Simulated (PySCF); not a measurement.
# From one method to the next for LiB⁺

Aim: see what other levels and later steps give for LiB⁺.

Program: PySCF 2.14.0. Level of theory: each script names its method and basis. These are calculated values, not measurements.

2 further runs of the same task are left out: 2 that didn't finish.

## 1. Where the work starts

LiB⁺: 2 atoms, charge 1, spin multiplicity 2.

Bond lengths: Li1–B2 2.200 Å.

## 2. The base run

input.py reads:

```python
from pyscf import gto, scf, ci

mol = gto.M(
    atom='Li 0 0 0; B 0 0 2.2',
    basis='cc-pvdz',
    charge=1,
    spin=1,
    verbose=3,
)
mf = scf.ROHF(mol)
mf = mf.density_fit(auxbasis='def2-universal-jkfit')
mf.kernel()
ci.CISD(mf, frozen=1).kernel()
mf.dip_moment()
print('orbital energies (hartree):', mf.mo_energy[..., max(0, mol.nelec[1]-3):mol.nelec[0]+3].round(4))
```

Run with:

```bash
$ OMP_NUM_THREADS=1 python input.py
```

## 3. Population analysis

Edit 1 changes step after the SCF: cisd → analyze.

input.py reads:

```python
from pyscf import gto, scf

mol = gto.M(
    atom='Li 0 0 0; B 0 0 2.2',
    basis='cc-pvdz',
    charge=1,
    spin=1,
    verbose=3,
)
mf = scf.ROHF(mol)
mf = mf.density_fit(auxbasis='def2-universal-jkfit')
mf.kernel()
mf.analyze()
print('orbital energies (hartree):', mf.mo_energy[..., max(0, mol.nelec[1]-3):mol.nelec[0]+3].round(4))
```

## 4. X3lyp (ROKS)

Edit 2 changes functional: none (Hartree–Fock) → x3lyp; SCF type: ROHF → ROKS; step after the SCF: cisd → analyze.

input.py reads:

```python
from pyscf import gto, dft

mol = gto.M(
    atom='Li 0 0 0; B 0 0 2.2',
    basis='cc-pvdz',
    charge=1,
    spin=1,
    verbose=3,
)
mf = dft.ROKS(mol, xc='x3lyp')
mf = mf.density_fit(auxbasis='def2-universal-jkfit')
mf.kernel()
mf.analyze()
print('orbital energies (hartree):', mf.mo_energy[..., max(0, mol.nelec[1]-3):mol.nelec[0]+3].round(4))
```

## 5. MP2 (UHF)

Edit 3 changes step after the SCF: cisd → mp2; SCF type: ROHF → UHF; frozen orbitals: 1 → none.

input.py reads:

```python
from pyscf import gto, scf, mp

mol = gto.M(
    atom='Li 0 0 0; B 0 0 2.2',
    basis='cc-pvdz',
    charge=1,
    spin=1,
    verbose=3,
)
mf = scf.UHF(mol)
mf = mf.density_fit(auxbasis='def2-universal-jkfit')
mf.kernel()
mp.MP2(mf).kernel()
mf.dip_moment()
print('orbital energies (hartree):', [e[max(0, n-3):n+3].round(4) for e, n in zip(mf.mo_energy, mol.nelec)])
```

## 6. Camb3lyp (ROKS)

Edit 4 changes functional: none (Hartree–Fock) → camb3lyp; SCF type: ROHF → ROKS; step after the SCF: cisd → analyze.

input.py reads:

```python
from pyscf import gto, dft

mol = gto.M(
    atom='Li 0 0 0; B 0 0 2.2',
    basis='cc-pvdz',
    charge=1,
    spin=1,
    verbose=3,
)
mf = dft.ROKS(mol, xc='camb3lyp')
mf = mf.density_fit(auxbasis='def2-universal-jkfit')
mf.kernel()
mf.analyze()
print('orbital energies (hartree):', mf.mo_energy[..., max(0, mol.nelec[1]-3):mol.nelec[0]+3].round(4))
```

## 7. CCSD(T)

Edit 5 changes step after the SCF: cisd → ccsd(t).

Edit input.py of step 2 so:

```diff
@@ -1,2 +1,2 @@
-from pyscf import gto, scf, ci
+from pyscf import gto, scf, cc
 
@@ -12,3 +12,5 @@
 mf.kernel()
-ci.CISD(mf, frozen=1).kernel()
+mycc = cc.CCSD(mf, frozen=1)
+mycc.kernel()
+mycc.ccsd_t()
 mf.dip_moment()
```

Before running it: what results should come out? Wanted: for each run, E(SCF); from base; gap, α spin; after the SCF.

**Answer**, as computed:

```csv
run,E(SCF) (hartree),from base (eV),"gap, α spin (eV)",after the SCF
base,-31.789496,0,n/a,"CISD correlation -1.601 eV, core frozen"
population analysis,-31.789496,0.0000,n/a,n/a
x3lyp (ROKS),-31.949956,not comparable,n/a,n/a
MP2 (UHF),-31.792392,-0.0788,10.71,MP2 correlation -0.991 eV
camb3lyp (ROKS),-31.929349,not comparable,n/a,n/a
CCSD(T),-31.789496,0.0000,n/a,"CCSD(T) correlation -1.629 eV, core frozen"
```

In words: On the same reference and core, CCSD(T) gains 1.63 eV in 2.7 s; CISD reaches 98 % of that in 1.1 s. A lower total energy from another functional means nothing by itself.
